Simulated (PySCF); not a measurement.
**Phosphorus: a sound run and one with changed settings**

Sound run: P [Ne] 3s2 3p3, P⁺ [Ne] 3s2 3p2. All numbers are calculated (PySCF 2.14, scalar relativity by spin-free X2C-1e, in x2c-TZVPall). In the sound run the correlated levels freeze [Ne]. The sound run starts from symmetry-adapted Hartree-Fock orbitals and uses a fine grid where one is needed.

Changed run: all electrons correlated in a basis built for the valence shell.

| species | method | sound run (hartree) | changed run (hartree) | converged |
| --- | --- | --- | --- | --- |
| P | MP2 | -341.60727 | -341.71348 | yes |
| P | CCSD(T) | -341.62933 | -341.73547 | yes |
| P⁺ | MP2 | -341.22274 | -341.32886 | yes |
| P⁺ | CCSD(T) | -341.24555 | -341.35189 | yes |

Ionisation energy of P:

```json
{"method": "UHF", "sound run (eV)": "9.900", "changed run (eV)": "9.900"}
{"method": "MP2", "sound run (eV)": "10.463", "changed run (eV)": "10.466"}
{"method": "SCS-MP2", "sound run (eV)": "10.292", "changed run (eV)": "10.295"}
{"method": "CCSD", "sound run (eV)": "10.402", "changed run (eV)": "10.399"}
{"method": "CCSD(T)", "sound run (eV)": "10.443", "changed run (eV)": "10.438"}
```

A valence basis has no tight correlating functions, so it recovers only part of the core correlation, and not evenly between atom and ion.

For comparison, NIST gives 10.487 eV between the lowest levels.
